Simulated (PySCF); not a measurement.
Calculation: PBE-D3(BJ)/def2-TZVP // PBE0-D3(BJ)/def2-SVP (PySCF). Gas-phase values, no solvent. Excitations are Tamm–Dancoff values on a coarser integration grid. The basis has no diffuse functions, so Rydberg states are missing or too high.

Reference species (SMILES): `CO` (neutral, multiplicity 1).

```yaml
S1 oscillator strength: 0.001
dipole_moment: 1.58 D
S1 excitation (TDA): 6.51 eV
```

Changed species: `CC#N` (free base CH3CN; the reference has free base CH3OH).

Task: Predict the effect on the S1 oscillator strength, dipole moment and S1 excitation (TDA).

Result: the S1 oscillator strength is nearly the same; the dipole moment rises by 2.37 D, to 3.95 D; the S1 excitation (TDA) goes up by 1.29 eV, to 7.80 eV.
